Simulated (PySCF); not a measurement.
Molecule: SMILES O=C(O)C1CC1, C$_{4}$H$_{6}$O$_{2}$.

Atoms are numbered as in `[O:1]=[C:2]([OH:3])[CH:4]1[CH2:5][CH2:6]1`. Hydrogens are named by the atom that carries them. Ha(C5), Ha(C6) are cis to C2 on the ring; Hb(C5), Hb(C6) are trans to C2 on the ring.

Geometry PBE0-D3(BJ)/def2-SVP throughout; GIAO in PySCF, gas phase, one conformer, non-relativistic; equivalent atoms averaged; basis pcSseg-2.

For orientation, B97-2 gives these absolute shieldings σ: O1 -88.5, O3 140.6, C2 4.9, C4 167.6, C5/C6 172.9, H(O3) 26.13, H(C4) 29.86, Ha(C5)/Ha(C6) 30.20, Hb(C5)/Hb(C6) 30.50 ppm.

A run gave: O1 -75.4, O3 134.8, C2 11.9, C4 168.0, C5/C6 172.1, H(O3) 26.30, H(C4) 29.69, Ha(C5)/Ha(C6) 30.06, Hb(C5)/Hb(C6) 30.29 ppm (absolute shieldings σ).

**Question.** Which functional was used in that run?
A. HF
B. LDA
C. mPW1PW91
D. KT2

**Answer.** D. C2 tells them apart best: KT2 gives 11.9, HF gives 8.3, LDA gives -3.2, mPW1PW91 gives 1.5 ppm.
